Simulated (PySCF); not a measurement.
System (SMILES): ClCl (Cl2).
Geometry (B3LYP-D3(BJ)/def2-TZVP, fixed):
```xyz
2

Cl     0.0000     0.0000    -1.0068
Cl     0.0000     0.0000     1.0068
```
Charge 0, spin multiplicity 1.

How fast the isotropic shielding of Cl1 converges with the basis for several methods (PySCF): deviation from each method's own reference, in ppm. References: HF 654.46 ppm, the value in pcSseg-3; PBE 541.75 ppm, the value in pcSseg-3; PBE0 576.34 ppm, the value in pcSseg-3. All functions are spherical. No added dispersion term, no relativity. GIAO; atoms are numbered in the order shown.

```json
[
 {"basis": "pcseg-0", "functions": "26", "HF": "30.27", "PBE": "-43.15", "PBE0": "-23.95"},
 {"basis": "def2-SVP", "functions": "36", "HF": "55.32", "PBE": "25.10", "PBE0": "31.86"},
 {"basis": "6-311G**", "functions": "52", "HF": "32.14", "PBE": "-8.35", "PBE0": "1.03"},
 {"basis": "6-311+G**", "functions": "60", "HF": "18.68", "PBE": "-12.06", "PBE0": "-4.65"},
 {"basis": "aug-cc-pV(D+d)Z", "functions": "64", "HF": "21.17", "PBE": "13.38", "PBE0": "14.24"},
 {"basis": "6-311++G(2d,2p)", "functions": "70", "HF": "3.92", "PBE": "-6.09", "PBE0": "-3.89"},
 {"basis": "def2-TZVP", "functions": "74", "HF": "-1.45", "PBE": "-7.04", "PBE0": "-6.11"},
 {"basis": "def2-TZVPD", "functions": "92", "HF": "-15.89", "PBE": "-18.53", "PBE0": "-17.56"},
 {"basis": "6-311++G(3df,3pd)", "functions": "94", "HF": "15.29", "PBE": "7.79", "PBE0": "9.93"},
 {"basis": "pcseg-3", "functions": "128", "HF": "-1.33", "PBE": "-2.63", "PBE0": "-2.49"},
 {"basis": "def2-QZVPP", "functions": "140", "HF": "1.73", "PBE": "2.79", "PBE0": "2.50"},
 {"basis": "cc-pV(5+d)Z", "functions": "200", "HF": "-1.33", "PBE": "1.18", "PBE0": "0.65"}
]
```

Mean absolute deviation over 6-311G**, 6-311+G**, 6-311++G(2d,2p), def2-TZVP, def2-TZVPD, 6-311++G(3df,3pd): PBE0 7.20, PBE 9.98, HF 14.56 ppm.
